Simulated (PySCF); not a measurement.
Species: C6H8.
SMILES with atom numbers: `[CH2:1]=[C:2]=[C:3]=[C:4]([CH3:5])[CH3:6]` (hydrogens: H7, H8 on C1; H9, H10, H11 on C5; H12, H13, H14 on C6)

Computed geometry: GFN2-xTB, gas phase.

(1) List the bond lengths and angles at this level.

## Answers

(1) 
```tsv
bond	length (Å)
C1=C2	1.308
C2=C3	1.258
C3=C4	1.315
C4–C5, C4–C6	1.499
C1–H7, C1–H8	1.078
C5–H9 and 5 like bonds	1.089
```

Bonds in one row agree within 0.01 Å and their mean is given. A selection of angles:
```tsv
angle	degrees
C2–C1–H7	121.6
H7–C1–H8	117.0
C1–C2–C3	180.0
C2–C3–C4	179.9
C3–C4–C5	121.9
C5–C4–C6	116.2
C4–C5–H9	111.1
C4–C5–H10	110.0
H9–C5–H10	109.0
H10–C5–H11	107.7
```

The 6 heavy atoms lie in one plane (0.000 Å rms). The 5 C–C bonds span 1.258 Å (C2=C3, drawn double) to 1.499 Å (C4–C6, drawn single), a spread of 0.241 Å.

Whether it is a minimum is left open (no frequencies).
